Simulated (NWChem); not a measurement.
# Total energies of ethanol (C2H6O)

```
C
H 1 1.1020
O 1 1.4032 2 106.05
H 3 0.9628 1 107.89 2 -178.68
H 1 1.1097 2 106.18 3 -118.83
C 1 1.5168 2 109.82 5 -118.63
H 6 1.1006 1 110.52 2 -62.17
H 6 1.1012 7 108.46 1 -122.31
H 6 1.1032 7 107.86 8 -116.01
```
Charge 0, spin multiplicity 1.

Everything below was run with NWChem. The geometry was optimised at PBE0/def2-SVP, a minimum by its harmonic frequencies. It is one conformer; others weren't searched.

Basis set: 3-21G (39 functions).

| method | total energy (Ha) |
|---|---|
| RHF | -153.22012 |
| MP2 | -153.52099 |
| B2PLYP | -153.95181 |
| PBE | -153.97659 |
| B3LYP | -154.17888 |
| CAM-B3LYP | -154.09683 |
| CCSD(T) | -153.55921 |

Total energies of different functionals aren't comparable as a measure of quality: only differences taken within one method are. 

The correlated methods keep 3 core orbitals frozen. B3LYP has NWChem's definition, with VWN1-RPA local correlation. Coupled-cluster values serve here as a point of comparison, not as the truth.
